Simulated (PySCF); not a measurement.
# PS: frontier orbitals

CAM-B3LYP at R = 1.911 Å; PySCF, spin-free X2C with a Gaussian nucleus, basis sets P x2c-SVPall, S x2c-SVPall. State: ²Π (doublet), unpaired electrons π ↑. Only the outer orbitals are listed, counted within each symmetry.

```json
{"spin": "α", "orbital": "7σ", "occ.": "1", "ε (eV)": "-23.19", "on P (%)": "33", "main shells (%)": "62 S s, 26 P s"}
{"spin": "α", "orbital": "8σ", "occ.": "1", "ε (eV)": "-16.56", "on P (%)": "59", "main shells (%)": "57 P s, 29 S s, 11 S p"}
{"spin": "α", "orbital": "9σ", "occ.": "1", "ε (eV)": "-10.91", "on P (%)": "51", "main shells (%)": "45 S p, 38 P p, 12 P s"}
{"spin": "α", "orbital": "3π", "occ.": "1", "ε (eV)": "-10.83", "on P (%)": "40", "main shells (%)": "59 S p, 39 P p"}
{"spin": "α", "orbital": "3π", "occ.": "1", "ε (eV)": "-10.27", "on P (%)": "36", "main shells (%)": "63 S p, 35 P p"}
{"spin": "α", "orbital": "4π", "occ.": "1", "ε (eV)": "-6.79", "on P (%)": "60", "main shells (%)": "60 P p, 39 S p"}
{"spin": "α", "orbital": "4π", "occ.": "0", "ε (eV)": "-2.26", "on P (%)": "64", "main shells (%)": "64 P p, 35 S p"}
{"spin": "α", "orbital": "10σ", "occ.": "0", "ε (eV)": "2.90", "on P (%)": "71", "main shells (%)": "60 P p, 30 S p"}
{"spin": "α", "orbital": "11σ", "occ.": "0", "ε (eV)": "7.03", "on P (%)": "96", "main shells (%)": "88 P s"}
{"spin": "β", "orbital": "7σ", "occ.": "1", "ε (eV)": "-22.89", "on P (%)": "31", "main shells (%)": "64 S s, 24 P s"}
{"spin": "β", "orbital": "8σ", "occ.": "1", "ε (eV)": "-15.71", "on P (%)": "57", "main shells (%)": "56 P s, 28 S s, 14 S p"}
{"spin": "β", "orbital": "9σ", "occ.": "1", "ε (eV)": "-10.57", "on P (%)": "54", "main shells (%)": "42 S p, 39 P p, 14 P s"}
{"spin": "β", "orbital": "3π", "occ.": "1", "ε (eV)": "-10.18", "on P (%)": "33", "main shells (%)": "66 S p, 32 P p"}
{"spin": "β", "orbital": "3π", "occ.": "1", "ε (eV)": "-9.57", "on P (%)": "30", "main shells (%)": "69 S p, 28 P p"}
{"spin": "β", "orbital": "4π", "occ.": "0", "ε (eV)": "-2.00", "on P (%)": "68", "main shells (%)": "67 P p, 32 S p"}
{"spin": "β", "orbital": "4π", "occ.": "0", "ε (eV)": "-1.20", "on P (%)": "70", "main shells (%)": "70 P p, 29 S p"}
{"spin": "β", "orbital": "10σ", "occ.": "0", "ε (eV)": "3.20", "on P (%)": "71", "main shells (%)": "59 P p, 29 S p"}
```

Which are the highest filled and the lowest empty level, where do they sit, and how wide is the gap?

Highest filled α 4π at -6.79 eV (in %: 60 P p, 39 S p); lowest empty α 4π at -2.26 eV (in %: 64 P p, 35 S p); the gap at CAM-B3LYP is 4.53 eV. Both belong to one degenerate shell, split only by its one-sided filling, so this is no excitation gap.

| Item | Value |
| --- | --- |
| bond order (Mayer) | 2.28 |
| ⟨S²⟩ | 0.755 |
| charge on P (Mulliken, basis-dependent) | 0.14 |
| charge on P (Löwdin, basis-dependent) | 0.06 |
| dipole moment (positive dipole means P(−)S(+)) | -0.78 D |
| polarisability along the bond | 50.3 bohr³ |
| polarisability across the bond | 18.9 bohr³ |

The state was picked by a PBE0 search and need not be the measured ground state.
